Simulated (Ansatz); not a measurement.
Reaction (hydrogenolysis of a C–O bond): `CCC(O)CC` + H₂ → `CCCCC` + H₂O

Computed with Ansatz on PBE0-D4/def2-TZVP structures; ΔE is electronic, products minus reactants. CBS: MP2 limit from def2 TZ/QZ plus the TZ coupled-cluster correction, frozen cores. This one scheme is used for every species. Functionals use def2-TZVPP. B3LYP here is the variant with VWN-RPA as its local correlation; programs differ in this. One conformer a species, not always the lowest.

`CCC(O)CC`:

Cartesian coordinates in Å:
```
C -0.159 0.307 -2.530
C 0.615 0.252 -1.225
C -0.270 0.027 -0.008
O -1.007 -1.181 -0.120
C 0.519 0.077 1.291
C -0.351 -0.044 2.529
H -0.741 -0.605 -2.676
H -0.857 1.148 -2.534
H 0.511 0.426 -3.385
H 1.363 -0.553 -1.263
H 1.178 1.180 -1.081
H -1.040 0.809 0.017
H -0.376 -1.908 -0.147
H 1.086 1.014 1.319
H 1.266 -0.729 1.274
H -1.052 0.792 2.596
H -0.938 -0.964 2.503
H 0.252 -0.048 3.440
```

H₂:

Z-matrix (Å, degrees):
```
H
H 1 0.746
```

`CCCCC`:

Cartesian coordinates in Å:
```
C 0.704 0.799 -2.170
C 0.731 0.197 -0.776
C -0.480 0.589 0.057
C -0.461 0.064 1.486
C -0.536 -1.451 1.592
H 1.583 0.510 -2.751
H 0.679 1.892 -2.126
H -0.181 0.472 -2.722
H 0.793 -0.893 -0.854
H 1.642 0.515 -0.254
H -0.550 1.683 0.078
H -1.391 0.238 -0.446
H -1.302 0.503 2.034
H 0.445 0.423 1.988
H 0.333 -1.934 1.139
H -1.428 -1.834 1.088
H -0.580 -1.773 2.635
```

H₂O:

Z-matrix (Å, degrees):
```
O
H 1 0.960
H 1 0.960 2 105.1
```

```
           level  ΔE (kJ/mol)  difference from CCSD(T)/CBS
         PBE0-D4        -87.7                          3.0
        B3LYP-D4        -84.9                          5.8
      r2SCANh-D4        -83.2                          7.5
      r2SCAN0-D4        -86.4                          4.3
        BHLYP-D4        -89.4                          1.3
    CAM-B3LYP-D4        -84.2                          6.5
          B2PLYP        -89.8                          0.9
            BLYP        -88.1                          2.6
          r2SCAN        -82.0                          8.7
            PBE0        -91.0                         -0.3
    MP2/def2-SVP        -75.3                         15.4
CCSD(T)/def2-SVP        -73.2                         17.5
  MP2/def2-TZVPP        -89.6                          1.1
   HF/def2-QZVPP       -100.1                         -9.4
  MP2/def2-QZVPP        -91.9                         -1.2
    HF/CBS(def2)       -100.2                         -9.5
     CCSD(T)/CBS        -90.7                            0
```

Largest T1 diagnostic among the species: 0.009.

At CCSD(T), def2-SVP lies +17.5 kJ/mol from the extrapolated value and def2-TZVPP +3.4 kJ/mol. From BLYP to BHLYP (50 % exact exchange), in def2-TZVPP and without D4, ΔE moves by −5.5 kJ/mol. Leaving LDA and LC-ωPBE aside and taking each functional with its dispersion term where it has one, the values, not all of them listed here, spread over 12.2 kJ/mol, from PBE-QIDH to revPBE-D4. LDA lies +11.7 kJ/mol from PBE without D4.
